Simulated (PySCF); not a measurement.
Homolysis of single bonds, series allyl-X. All species are isolated molecules in the gas phase. One relaxed conformer stands for each flexible species; it need not be the lowest. Strings in code marks are SMILES.

All values below come from B3LYP-D3(BJ)/def2-TZVP // PBE0-D4/def2-TZVP (PySCF). B3LYP has the VWN-RPA correlation part, as in Gaussian. 

A: radical fragment (`[CH2]SC`)
B: radical fragment (`[C-]#[N+]`)
C: radical fragment (`[CH2]N`)
D: radical fragment (`[NH2]`)

Pick the species with the highest highest occupied spin orbital.

C (-4.11 eV); next is A (-4.64 eV).
